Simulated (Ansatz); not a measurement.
A calculation with Ansatz (development build ahead of 0.2.0).

```yaml
crystal:
  periodic: [false, false, false]
  atoms:
    - { symbol: H, position_ang: [0.0, 0.0, 1.35587] }
    - { symbol: C, position_ang: [0.0, 0.0, 0.33827] }
    - { symbol: C, position_ang: [1.33746, 0.0, -0.08686] }
    - { symbol: C, position_ang: [-0.66873, 1.15828, -0.08686] }
    - { symbol: C, position_ang: [-0.66873, -1.15828, -0.08686] }
    - { symbol: H, position_ang: [1.39464, 0.0, -1.10034] }
    - { symbol: H, position_ang: [1.83345, 0.81844, 0.24651] }
    - { symbol: H, position_ang: [1.83345, -0.81844, 0.24651] }
    - { symbol: H, position_ang: [-0.69732, 1.2078, -1.10034] }
    - { symbol: H, position_ang: [-1.62551, 1.1786, 0.24651] }
    - { symbol: H, position_ang: [-0.20794, 1.99703, 0.24651] }
    - { symbol: H, position_ang: [-0.69732, -1.2078, -1.10034] }
    - { symbol: H, position_ang: [-0.20794, -1.99703, 0.24651] }
    - { symbol: H, position_ang: [-1.62551, -1.1786, 0.24651] }
basis:
  gaussian: { orbitals: def2-TZVP }
hamiltonian:
  xc: hf
```

The input is written out in the form of the current development build from the run's settings.

The run gave:

* Converged: yes
* Total energy: -157.28299 hartree
* Spin squared of the determinant: 0.000

Caution: no unrestricted run beside it, a lower state can exist.
